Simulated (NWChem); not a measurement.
Species: SiCl4; SMILES Cl[Si](Cl)(Cl)Cl

Program: NWChem. Pople sets run with spherical d functions. Each level has its own optimisation; frequencies are unscaled.

```
level               r Cl–Si (Å)  highest harmonic frequency (cm⁻¹)  lowest (cm⁻¹)  zero-point energy (kcal/mol)
------------------  -----------  ---------------------------------  -------------  ----------------------------
BLYP/def2-SVP             2.068                                595            138                           4.4
Hartree-Fock/3-21G        2.123                                583            143                           4.3
B3LYP/6-31G*              2.047                                610            146                           4.6
PBE0/def2-SVP             2.036                                641            144                           4.7
```
